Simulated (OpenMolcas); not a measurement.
# BPW91/6-311++G(2d,2p) run of [CH3]− (SMILES [CH3-])

We compute a structure relaxation of [CH3]−. 

The calculation is run with OpenMolcas 26.06.

3 further runs of the same task are left out: 3 set aside as unsound or not needed.

**1. The system as given**

[CH3]− has 4 atoms, charge -1, and is taken as a singlet. SMILES: `[CH3-]`. Geometry: relaxed at GFN2-xTB. The run starts from this shape.

Bond lengths: C1–H2 1.146 Å, C1–H3 1.147 Å, C1–H4 1.146 Å. Angles: H2–C1–H3 101.8°, H2–C1–H4 101.8°, H3–C1–H4 101.8°.

**2. A structure relaxation at BPW91/6-311++G(2d,2p)**

The input, job.inp:

```
* CH3 Kohn-Sham DFT

&GATEWAY
  BasLib=$CurrDir
  Coord
  4
  bohr
  C     -0.31312762    -0.33194929     0.55903768
  H      0.26862457     1.73148046     0.86925512
  H     -1.48564599    -0.19365913    -1.25808517
  H      1.53014904    -1.20587203    -0.17022653
  Basis=6-311ppG2d2p
  Group=NoSym
>>> EXPORT MOLCAS_MAXITER=40
>>> Do While

&SEWARD

&SCF
  Charge=-1
  KSDFT=2
  1.0 GGA_X_B88
  1.0 GGA_C_PW91
  PrOrbitals=0

&SLAPAF
>>> EndDo
```

The basis set 6-311++G(2d,2p) is read from a file made from the Basis Set Exchange's data (not shown).

Command:

```sh
export MOLCAS_MEM=1860
pymolcas job.inp > job.log
```

Output:

```text
--- Start Module: gateway ---
[...]
--- Stop Module: gateway /rc=_RC_ALL_IS_WELL_ ---
[...]
      Basis functions           57
[...]
       Convergence after  14 Iterations
[...]
::    Total KS-DFT energy                             -39.8433741733
[...]
 *              Molecular gradients               *
 **************************************************
  Irreducible representation: a
 ------------------------------------------------------------------------------------------
                              X                       Y                       Z
 ------------------------------------------------------------------------------------------
  C1               -1.13818574438556E-02   -1.20919672015931E-02    2.05820199305644E-02
  H2                4.64162899904963E-03    1.18269504582531E-02   -1.72471559397486E-03
  H3               -3.93753008274600E-03    2.55294495768665E-03   -1.21140235345021E-02
  H4                1.06777585275484E-02   -2.28792821435264E-03   -6.74328080207931E-03
 ------------------------------------------------------------------------------------------
[...]
--- Start Module: slapaf ---
[...]
 Geometry is converged in   7 iterations to a Minimum Structure
*****************************************************************************************************************
*****************************************************************************************************************
++ Geometry section
********************************************************************************
  Geometrical information of the final structure
********************************************************************************
  NOTE: on convergence the final predicted structure will be printed here.
  This is not identical to the structure printed in the head of the output.
 *********************************************************
[...]
--- Stop Module: slapaf /rc=_RC_INVOKED_OTHER_MODULE_ ---
--- Start Module: last_energy ---
[...]
       Convergence after   3 Iterations
[...]
::    Total KS-DFT energy                             -39.8458591760
[...]
      Total spin, S                                     0.0000000000
[...]
      Total electronic charge=   10.000000
      Total            charge=   -1.000000
[...]
      Dipole Moment (debye):
      Origin of the operator (angstrom)=   -0.0926   -0.0982    0.1653
                   X=  5.4414E-01               Y=  5.7731E-01               Z= -9.7078E-01           Total=  1.2537E+00
      Center of Charge (angstrom)
[...]
--- Stop Module: last_energy /rc=_RC_ALL_IS_WELL_ ---
[...]
```

It took 30 s on 1 thread of Arm Neoverse V1, shared host; peak memory 0.4 GiB.

Steps, from the record of the run:

```csv
step,energy from the first frame kept (eV),largest force (eV/Å)
0,0.0000,1.3599
1,-0.0503,0.6323
2,-0.0676,0.0523
3,-0.0677,0.0026
4,-0.0676,0.0326
5,-0.0676,0.0170
6,-0.0678,0.0034
```

After the run. Bond lengths: C1–H2 1.109 Å, C1–H3 1.109 Å, C1–H4 1.109 Å. Angles: H2–C1–H3 108.4°, H2–C1–H4 108.4°, H3–C1–H4 108.4°.

**3. Summary of results**

Level: BPW91/6-311++G(2d,2p).

| quantity | value |
| --- | --- |
| total energy at the end | -39.84586 Eh |
| HOMO energy | 2.51 eV |
| LUMO energy | 3.75 eV |
| HOMO–LUMO gap (to an unbound level, set by the basis) | 1.25 eV |

What this shows: At the final geometry: Bond lengths: C1–H2 1.109 Å, C1–H3 1.109 Å, C1–H4 1.109 Å. Angles: H2–C1–H3 108.4°, H2–C1–H4 108.4°, H3–C1–H4 108.4°. The optimisation took 6 steps and changed the energy by -0.068 eV. The HOMO lies at positive energy, 2.51 eV; only total energies tell whether the electron is bound.
